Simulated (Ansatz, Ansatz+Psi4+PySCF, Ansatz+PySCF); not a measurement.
```yaml
atoms:
  - { symbol: N, position_ang: [0.0030, 0.0060, 0.0000] }
  - { symbol: N, position_ang: [1.1812, 0.0060, 0.0000] }
  - { symbol: H, position_ang: [1.6390, 0.9247, 0.0000] }
```

Basis set: cc-pVTZ (spherical functions). Frozen core: 2 orbitals. Correlation on ROHF uses semicanonical orbitals with singles. Charge 0, multiplicity 2.

Computed with Ansatz (development build ahead of 0.2.0); each method stands on the lowest determinant of its kind that the runs found.

The atomization energy at this shape (free ground-state atoms in the same class of orbitals less the molecule, no zero-point energy) of doublet N₂H:

```json
{"method": "ROHF-MP2", "atomization energy": "904.1 kJ/mol"}
{"method": "UHF-MP2", "atomization energy": "870.0 kJ/mol"}
```

(1) What does ROHF-CCSD(T) give?

Answers

(1) 884.2 kJ/mol. Caution for ROHF-MP2, UHF-MP2: forces differ strongly between restricted and unrestricted references. Caution for UHF-MP2: the unrestricted determinant is spin contaminated.
